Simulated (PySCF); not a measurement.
## [P4]+, doublet: molecular constants

Method: UPBE0/[P def2-TZVP], no relativity, density fitting, PySCF.

The structure is a saddle point with 1 imaginary mode.

```xyz
4
charge 1 multiplicity 2, angstrom
P     0.0000    1.1153   -0.1791
P     0.0000   -1.1153   -0.1791
P     1.7617    0.0000    0.1791
P    -1.7617    0.0000    0.1791
```

```json
{
 "Point group": "C2v",
 "Bond lengths": "P–P 2.116 Å (×4), P–P 2.231 Å",
 "Bond angles": "P–P–P 58.2° (×4), P–P–P 63.6° (×2), P–P–P 112.8° (×2)",
 "Principal polarisabilities": "47.1, 76.4, 118.1 bohr³",
 "Dipole moment about the centre of mass": "0.37 D",
 "Highest occupied level (α)": "-11.97 eV",
 "Spin squared ⟨S²⟩": "0.766",
 "Lowest empty level (β)": "-9.83 eV",
 "Principal quadrupole moments (Buckingham, traceless) about the centre of mass": "-9.78, 3.17, 6.61 D Å",
 "Zero-point energy (real modes)": "12.7 kJ/mol",
 "Rotational constants": "0.208, 0.0859, 0.06259 cm⁻¹"
}
```

Harmonic modes (masses in u: P 30.974):
| symmetry | ω (cm⁻¹) | IR (km/mol) |
| --- | --- | --- |
| a2 | 354i | – |
| a1 | 227 | 0.0 |
| b2 | 325 | 0.3 |
| a1 | 413 | 0.6 |
| a1 | 572 | 0.4 |
| b1 | 591 | 0.6 |

In C2v the vibrations span a2 + 3a1 + b2 + b1. The a2 mode carries no infrared intensity, as symmetry demands.

Charges (e):
| atom | Mulliken | Löwdin | polar tensor | spin (Mulliken) | Mayer order to P1 |
| --- | --- | --- | --- | --- | --- |
| P1 | 0.31 | 0.31 | 0.28 | 0.41 | – |
| P2 | 0.31 | 0.31 | 0.28 | 0.41 | 0.97 |
| P3,4 | 0.19 | 0.19 | 0.22 | 0.09 | 1.19 |
Other Mayer orders above 0.3: P–P 0.51, P–P 1.19 (×2).

Mulliken populations on P1: s 5.75, p 8.63, d 0.29, f 0.02.

Outer orbital energies (eV). α occupied: -21.88, -18.53, -16.14, -16.09, -15.50, -14.53, -12.54, -11.97; empty: -9.11, -8.40, -6.24, -5.74. β occupied: -23.51, -21.29, -18.21, -15.76, -15.46, -15.19, -14.48, -11.98; empty: -9.83, -8.80, -8.06, -5.92.

Only a few start shapes were tried, so a lower isomer may exist. At this level a doublet minimum of D2d symmetry lies 155 kJ/mol below this structure.

The final relaxation and frequency run took 28 s on 4 threads of a shared AMD EPYC 9R45 96-Core (Zen 5) host, with 148 basis functions and 10 gradients; the process peaked at 1.7 GiB. Launch command: `OMP_NUM_THREADS=4 python axn.py task.json out`.
